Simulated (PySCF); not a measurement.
# UMP2/STO-3G run of BF2 (SMILES F[B]F)

What is the energy change on altering one bond length of BF2 at UMP2/STO-3G? The job is set up through a Python script.

Program for the calculation: PySCF 2.14.0.

13 further runs of the same task are left out: 4 that didn't finish, 9 set aside as unsound or not needed.

## 1. The structure to begin with

BF2: 3 atoms, total charge 0, spin state doublet. As SMILES, `F[B]F`. The coordinates come from a PBE0-D4/def2-TZVP relaxation.

Bond lengths: F1–B2 1.306 Å, B2–F3 1.306 Å. Angles: F1–B2–F3 121.1°.

## 2. The energy at UMP2/STO-3G

mol.xyz

```xyz
3

F      0.513100    -1.044300     0.160000
B      0.279000     0.240500     0.181300
F     -0.802900     0.738900    -0.354600
```

input.py

```python
# F[B]F
from pyscf import gto, scf, mp

mol = gto.M(
    atom='mol.xyz',
    basis='sto-3g',
    max_memory=1860,
    verbose=3,
    spin=1,
)

myscf = scf.UHF(mol)
myscf.conv_tol = 1e-10
myscf.kernel()
if not myscf.converged:
    myscf = myscf.newton().run(myscf.mo_coeff, myscf.mo_occ)

pt = mp.MP2(myscf, frozen=3).run()
e_final = pt.e_tot
print('Final energy', e_final)
```

Run with:

```sh
$ OMP_NUM_THREADS=1 python input.py
```

The program printed:

```text
converged SCF energy = -220.478439226012  <S^2> = 0.75357575  2S+1 = 2.0035726
E(UMP2) = -220.550056156896  E_corr = -0.0716169308832504
E(SCS-UMP2) = -220.548777768982  E_corr = -0.0703385429695726
Final energy -220.55005615689555
```

Run time: 0.56 s. Hardware: 1 thread of Arm Neoverse V2, shared host; peak memory 0.12 GiB.

## 3. The distorted shape, same level

job.py

```python
from pyscf import gto, mp

system = gto.M(
    atom='''
F      1.323517    -3.915724     0.270155
B      0.527234     0.454479     0.342607
F     -1.517261     1.396319    -0.670097
''',
    verbose=3,
    basis='sto-3g',
    max_memory=1860,
    spin=1,
    unit='bohr',
)

mf = system.UHF()
mf.conv_tol = 1e-10
mf.kernel()
if not mf.converged:
    mf = mf.newton().run(mf.mo_coeff, mf.mo_occ)

pt = mp.MP2(mf, frozen=3).run()
e_final = pt.e_tot
print('E(%s) = %.9f' % ('MP2', e_final))
```

Run with:

```sh
$ OMP_NUM_THREADS=1 python job.py
```

The program printed:

```text
converged SCF energy = -220.340523121304  <S^2> = 0.88864467  2S+1 = 2.1341459
E(UMP2) = -220.399046149936  E_corr = -0.0585230286316233
E(SCS-UMP2) = -220.399033241305  E_corr = -0.0585101200013956
E(MP2) = -220.399046150
```

Run time: 0.58 s. Hardware: 1 thread of Arm Neoverse V2, shared host; peak memory 0.12 GiB.

## 4. Results

Level: UMP2/STO-3G, 3 core orbitals frozen.

| quantity | value |
| --- | --- |
| first shape: total energy | -220.55006 Eh |
| first shape: dipole moment (Hartree–Fock density) | 0.46 D |
| first shape: HOMO energy (Hartree–Fock orbitals) (highest over α and β) | -7.53 eV |
| first shape: LUMO energy (Hartree–Fock orbitals) (lowest over α and β) | 8.09 eV |
| first shape: correlation energy (3 core orbitals frozen) | -71.6 mEh |
| first shape: ⟨S²⟩ of the reference determinant | 0.754 |
| distorted shape: total energy | -220.39905 Eh |
| distorted shape: dipole moment (Hartree–Fock density) | 0.82 D |
| distorted shape: HOMO energy (Hartree–Fock orbitals) (highest over α and β) | -7.92 eV |
| distorted shape: LUMO energy (Hartree–Fock orbitals) (lowest over α and β) | 8.06 eV |
| distorted shape: correlation energy (3 core orbitals frozen) | -58.5 mEh |
| distorted shape: ⟨S²⟩ of the reference determinant | 0.889 |
| energy change with the F1–B2 bond stretched from 1.306 to 2.351 Å | 4.109 eV |

What this shows: With the F1–B2 bond stretched from 1.306 to 2.351 Å the energy rises by 4.11 eV (95 kcal/mol). The first shape isn't relaxed at this level, so the change isn't measured from a minimum. The minimal basis adds a large error of its own. ⟨S²⟩ (distorted shape) is 0.89 where a pure doublet has 0.75: the reference is spin-contaminated. Mulliken charges (distorted shape) of the mean-field density run from -0.18 on F3 to +0.19 on B2.
